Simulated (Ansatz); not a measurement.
Rock-salt HfN

Method: RPBE (plane waves, PAW; Ansatz, a program for electronic structure).

Numerical settings: plane-wave cutoff 520 eV, 22×22×22 k mesh, Fermi–Dirac smearing 0.05 eV, scalar-relativistic PAW data made under PBE.

Cell: relaxed at this level.

```
Item                                                Value
------------------------------------------  -------------
volume per atom                             11.96 Å³/atom
bulk modulus B0                                   250 GPa
lattice constant a                                4.574 Å
band gap                                    zero (no gap)
pressure derivative B′ of the bulk modulus            4.3
```

Measured, for comparison: equilibrium volume per atom 11.57 Å³/atom, lattice constant a 4.524 Å (room temperature, not corrected to a static lattice; as tabulated in Seo, Lee, Wen, Petrov, Greene, Gall, J. Appl. Phys. 96, 878 (2004)); bulk modulus 260 GPa (room temperature, not corrected to a static lattice, our sources range from 260 to 306; as tabulated in Synthesis of Binary Transition Metal Nitrides, Carbides and Borides from the …). Computed (rounded) less measured: equilibrium volume per atom +3.4 %, bulk modulus not scored (sources differ), lattice constant a +1.1 %.

Spin–orbit coupling is not included.
